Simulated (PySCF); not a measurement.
CH₃, SMILES [CH3], multiplicity 2. Geometry optimised at PBE-D3(BJ)/def2-TZVPD. The isomer is the one that the SMILES or the coordinates give; other isomers of the formula were not compared.

The numbers are results of PBE-D3(BJ)/def2-TZVPD (PySCF 2.14.0), not measurements.

Harmonic wavenumbers (cm⁻¹): 527, 1355, 1355, 3050, 3229, 3229. Rotational constants (GHz): 282.8, 282.8, 141.4; symmetry number 6.

Q: Work out the zero-point energy and the ideal-gas rigid-rotor harmonic-oscillator thermochemistry at 298.15 K and 1 atm.

A: ZPE = ½ Σ hcν = ½ × 12745 cm⁻¹ = 18.22 kcal/mol. H − E(el) = 20.73 kcal/mol. Entropy in cal/(mol K): translation 34.07, rotation 10.46, vibration 0.64, spin 1.38, total 46.54. G − E(el) = 6.85 kcal/mol. Cp = 9.39 cal/(mol K).
